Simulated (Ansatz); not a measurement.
Basis-set extrapolation for C4H6S, SMILES `C1=CSCC1` (PBE0-D4/def2-TZVP geometry, frozen core, Ansatz 0.2.0). Multiplicity 1, RHF reference.

|  | def2-TZVPP | def2-QZVPP |
| --- | --- | --- |
| HF | -552.541589 | -552.559762 |
| MP2 correlation | -0.831819 | -0.888838 |
| CCSD(T) correlation | -0.916376 | not run |

Energies in hartree. Use E(X) = E(∞) + A·exp(−7.88·√X) for Hartree–Fock and E(X) = E(∞) + B·X^(−2.97) for correlation, with X = 3 and 4, and add CCSD(T) minus MP2 of the smaller set to the MP2 limit.

What is the CCSD(T) energy at the basis-set limit?

HF limit: -552.559762 + (-0.018173) × 0.13774 = -552.56227. MP2 limit: -0.888838 + (-0.057019) × 0.74074 = -0.93107. Higher-order term: -0.916376 − (-0.831819) = -0.08456. Total: -553.57790 hartree, 314.9 kJ/mol below CCSD(T)/def2-TZVPP.
